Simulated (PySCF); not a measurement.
How the functional moves excitation energies

Compound: C₄H₁₂Si.
Geometry (PBE0-D3(BJ)/def2-SVP, Å), atoms numbered from 1 in this order:
```xyz
17
C4H12Si angstrom
C     -0.1807   -1.2405   -1.4085
Si    -0.0008   -0.0003   -0.0012
C     -0.0560    1.7497   -0.6973
C     -1.4113   -0.2303    1.2271
C      1.6448   -0.2750    0.8741
H     -1.1352   -1.1007   -1.9410
H     -0.1543   -2.2760   -1.0329
H      0.6328   -1.1288   -2.1430
H      0.0399    2.5000    0.1038
H     -1.0064    1.9386   -1.2219
H      0.7627    1.9185   -1.4151
H     -2.3890   -0.0723    0.7443
H     -1.4074   -1.2462    1.6535
H     -1.3296    0.4845    2.0616
H      1.7088   -1.2921    1.2927
H      2.4907   -0.1433    0.1805
H      1.7770    0.4383    1.7035
```

Linear-response calculations in the def2-SVPD basis (PySCF; singlets by full response, triplets Tamm–Dancoff, core orbitals frozen in the response; HF means time-dependent Hartree–Fock). 'Strongest' is the level of largest summed f among the singlets computed (10 roots, of which the last may lack a degenerate partner); it can jump between rows when another state enters that window. S1 is the lowest singlet of each run and needn't be the same state throughout; f(S1) is that of one state. Geometry: PBE0-D3(BJ)/def2-SVP; no solvent, vibrations or thermal averaging.

| functional | kind | S1 (eV) | f(S1) | strongest (eV) | T1 (eV) | HOMO (eV) | gap (eV) | ionisation energy, ΔSCF (eV) |
| --- | --- | --- | --- | --- | --- | --- | --- | --- |
| LDA | LDA | 6.88 | 0.039 | 6.88 | 6.80 | -7.11 | 6.84 | 10.05 |
| PBE | GGA | 6.89 | 0.041 | 6.89 | 6.79 | -7.03 | 6.85 | 9.94 |
| B3LYP | global hybrid, 20% exact exchange | 7.48 | 0.060 | 7.48 | 7.35 | -8.14 | 8.34 | not settled |
| PBE0 | global hybrid, 25% exact exchange | 7.73 | 0.065 | 7.73 | 7.57 | -8.34 | 8.82 | 10.17 |
| BHandHLYP | global hybrid, 50% exact exchange | 8.25 | 0.091 | 8.25 | 8.06 | -9.59 | 10.54 | not settled |
| CAM-B3LYP | range-separated hybrid | 7.99 | 0.081 | 7.99 | 7.80 | -9.73 | 10.85 | 10.50 |
| wB97X-D | range-separated hybrid | 8.27 | 0.092 | 8.27 | 8.11 | -10.21 | 12.32 | not settled |
| LC-wPBE | range-separated hybrid | 8.78 | 0.109 | 8.78 | 8.51 | -11.08 | 13.30 | 10.64 |
| HF | Hartree–Fock | 9.26 | 0.152 | 9.26 | 8.87 | -11.53 | 13.99 | not settled |

S1 runs from 6.88 eV (LDA) to 9.26 eV (HF), a spread of 2.38 eV, while the orbital gap spreads over 7.1 eV. Along PBE (0%), B3LYP (20%), PBE0 (25%), BHandHLYP (50%), HF (100%) S1 rises with the share of exact exchange. −ε(HOMO) comes closest to its own ΔSCF ionisation energy with LC-wPBE (+0.44 eV) and misses most with LDA (-2.94 eV). 'Not settled' means that the ion's SCF failed to converge or may have ended in another state than the lowest.
